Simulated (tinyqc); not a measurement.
Inside a calculation. Method: RHF in the sto-6g basis, for H2O, spin multiplicity 1. Computed by tinyqc, a small Python program that keeps every step (integrals from PySCF). Settings: charge = 0, multiplicity = 1, basis = sto-6g, energy threshold = 1e-10, iteration cap = 62, orthogonalisation = symmetric, start = highest core orbitals, DIIS depth = 3, damping = 0.7, method = RHF. Command: `OMP_NUM_THREADS=1 python tinyqc.py 26033 26034 out.jsonl` (the two numbers bound the seeds that draw the settings). One thread of a shared host (Intel(R) Xeon(R) Processor @ 2.60GHz), about 0.1 s of CPU time with the checks.

Geometry (angstrom):
```
atom         x          y         z
O     0.000000   0.000000  0.000000
H     0.000000   0.677000  0.604000
H     0.000000  -0.749000  0.669000
```

Stop when the energy changes by less than 1e-10 hartree and every element of the error matrix X^T (F D S - S D F) X is below 3e-06.

Course of the cycle:
```
iteration   E (hartree)     change  largest element of the error matrix
1          -27.82346115          -                             4.29e-01
2          -42.88388243  -1.51e+01                             3.11e-01
3          -52.91963323  -1.00e+01                             2.71e-01
4          -59.69205895  -6.77e+00                             2.43e-01
5          -64.51315545  -4.82e+00                             2.07e-01
6          -67.84737551  -3.33e+00                             1.81e-01
7          -70.16477308  -2.32e+00                             1.88e-01
8          -71.81465810  -1.65e+00                             1.68e-01
9          -72.97826267  -1.16e+00                             1.25e-01
10         -73.78960469  -8.11e-01                             8.93e-02
11         -74.35575845  -5.66e-01                             6.30e-02
12         -74.75121995  -3.95e-01                             4.48e-02
13         -75.02765912  -2.76e-01                             3.18e-02
14         -75.22098652  -1.93e-01                             2.24e-02
...                 ...        ...                                  ...
49         -75.67145544  -7.31e-07                             8.59e-08
50         -75.67145595  -5.11e-07                             6.02e-08
51         -75.67145631  -3.58e-07                             4.21e-08
52         -75.67145656  -2.51e-07                             2.95e-08
53         -75.67145674  -1.75e-07                             2.06e-08
54         -75.67145686  -1.23e-07                             1.44e-08
55         -75.67145695  -8.60e-08                             1.01e-08
56         -75.67145701  -6.02e-08                             7.08e-09
57         -75.67145705  -4.21e-08                             4.95e-09
58         -75.67145708  -2.95e-08                             3.47e-09
59         -75.67145710  -2.06e-08                             2.43e-09
60         -75.67145711  -1.44e-08                             1.70e-09
61         -75.67145713  -1.01e-08                             1.19e-09
62         -75.67145713  -7.08e-09                             8.33e-10
```

Can the last value be used, and what does the course show?

Not by the stop rule, although the second column moves by less than 1e-07 over the last three steps. Not converged within the cap of 62 iterations: the residual falls steadily but slowly, by a factor of about 0.70 a step. Reruns (cap 100 unless said): DIIS 8: converged in 16; damping 0.5: converged in 40; level shift 0.5: converged in 20; atomic densities as start, DIIS 8: converged in 8; the original settings with a cap of 400: converged in 74. PySCF RHF in the same basis = -75.67145715 hartree.
